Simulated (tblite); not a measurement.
Input of a run (GFN2-xTB geometry optimisation, gas phase (tblite 0.8.0)), started from a force field or distance geometry:
```
{"job": {"kind": "relax", "xc": "GFN2-xTB", "basis": "xTB"}, "charge": 0, "multiplicity": 2}
Si     1.624900    -0.255100    -0.311800
O      0.185200    -0.815400     0.360500
Si    -1.215700     0.008100     0.009000
H      1.743400     1.206100    -0.404300
H      2.767000    -0.759100     0.479800
H     -1.832400     0.446000     1.285700
H     -2.192800    -0.967800    -0.540800
H     -1.070400     1.146700    -0.902600
```

Output (eV, eV/Å):
```
step      E/eV     max force
  0    -274.93336    1.731
  1    -275.00555    1.326
  2    -275.09224    0.540
  3    -275.12083    0.553
  4    -275.16860    0.374
  5    -275.18076    0.456
  6    -275.19789    0.375
  7    -275.20419    0.278
  8    -275.21519    0.292
  9    -275.22988    0.462
 10    -275.25019    0.616
 11    -275.27058    0.592
 12    -275.28732    0.322
 13    -275.29288    0.222
 14    -275.29546    0.213
 15    -275.30272    0.302
 16    -275.31209    0.349
 17    -275.32446    0.458
 18    -275.33622    0.426
 19    -275.34785    0.269
 20    -275.35332    0.197
 21    -275.35702    0.187
 22    -275.36232    0.216
 23    -275.36460    0.271
 24    -275.36646    0.169
 25    -275.36779    0.082
 26    -275.36852    0.048
 27    -275.36902    0.046
 28    -275.36929    0.056
 29    -275.36974    0.059
 30    -275.37011    0.048
 31    -275.37039    0.038
 32    -275.37051    0.030
 33    -275.37057    0.022
 34    -275.37064    0.028
 35    -275.37078    0.036
 36    -275.37097    0.037
 37    -275.37113    0.030
 38    -275.37121    0.019
 39    -275.37124    0.018
 40    -275.37127    0.019
 41    -275.37132    0.019
 42    -275.37138    0.025
 43    -275.37143    0.022
 44    -275.37146    0.012
 45    -275.37148    0.009
```

Problem. Summarise the run.

Solution. The energy falls by 10.1 kcal/mol over 45 L-BFGS steps, the largest force on an atom goes from 1.73 to 0.009 eV/Å, and the atoms move by 0.565 Å rms after alignment. The bond that changes most is Si1–O2 (ends: silicon bonded to O and 2 H; oxygen bonded to 2 Si), which shortens by 0.062 Å. Bonds longer at the end by more than 0.005 Å: 0 of 7; shorter: 7. Among the angles that change most is Si1–O2–Si3, from 118.1° to 165.7°. The energy never rose by more than 1e-5 eV on the way. The first step brought 16 % of the lowering.

Problem. What are the final bond lengths?

Solution. Si1–O2 1.623 Å, O2–Si3 1.616 Å, Si1–H4 1.456 Å, Si1–H5 1.456 Å, Si3–H6 1.463 Å, Si3–H7 1.460 Å, Si3–H8 1.461 Å. Numbering counts from 1 in the input's order; the species is `[SiH2]O[SiH3]` [radical].

On an Intel Xeon at 2.50 GHz with one thread, no GPU, shared host with 64 logical CPUs at a one-minute load of 62, this took 0.4 s of wall time.

GFN2-xTB frequencies show an imaginary mode (25i cm⁻¹), so the point is no minimum at that level. 2 starts were optimised and ended at 0.00 and 0.03 kcal/mol (GFN2-xTB); the lowest of these is shown.

All values are computed, not measured.
